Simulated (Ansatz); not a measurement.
## Ansatz (development build ahead of 0.2.0) run

```yaml
crystal:
  periodic: [false, false, false]
  atoms:
    - { symbol: O, position_ang: [-0.02532, -0.0427, -0.54317] }
    - { symbol: O, position_ang: [0.03516, -0.0282, 0.5708] }
basis:
  gaussian: { orbitals: aug-cc-pVDZ }
total_charge: 1
magnetization:
  spin_polarized: true
  initial_magnetization: 1
hamiltonian:
  xc: hf
```

The input is written out in the form of the current development build from the run's settings.

The run gave:

| Property | Result |
| --- | --- |
| Converged | yes |
| Total energy | -149.19740 hartree |
| Spin squared of the determinant | 1.113 |

Caution: the unrestricted determinant is spin contaminated.
